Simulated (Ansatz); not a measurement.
Reaction (substitution at a C–C bond): `CCCC=O` + CH₃OH → `COCC=O` + ethane

Isolated molecules relaxed with PBE0-D4/def2-TZVP in Ansatz; ΔE leaves out vibrations. CCSD(T)/CBS adds triple-zeta CCSD(T) − MP2 to the extrapolated MP2 energy (def2 sets, frozen cores). This one scheme is used for every species. Functionals use def2-TZVPP. B3LYP here is the variant with VWN-RPA as its local correlation; programs differ in this. Each species was taken in one conformer, which may not be the lowest.

| level | ΔE (kcal/mol) | difference from CCSD(T)/CBS |
| --- | --- | --- |
| r2SCAN-D4 | 8.7 | -1.3 |
| B3LYP-D4 | 7.9 | -2.1 |
| ωB97M-V | 8.9 | -1.1 |
| B2PLYP | 8.2 | -1.8 |
| PBE | 8.3 | -1.7 |
| HF/def2-TZVPP | 6.7 | -3.3 |
| SCS-MP2/def2-TZVPP | 9.4 | -0.6 |
| CCSD/def2-TZVPP | 9.2 | -0.8 |
| MP2/def2-QZVPP | 10.9 | 0.9 |
| SCS-MP2/def2-QZVPP | 9.8 | -0.2 |
| CCSD(T)/CBS | 10.0 | 0 |

Largest T1 diagnostic among the species: 0.013.

In def2-TZVPP, CCSD(T) changes the Hartree–Fock value by +2.7 kcal/mol (the triples alone add +0.1 kcal/mol) and MP2 by +3.9 kcal/mol.

CCSD(T)/CBS has its own doubt, a few kJ/mol and more with outer-core shells, so smaller differences from it don't rank the levels.
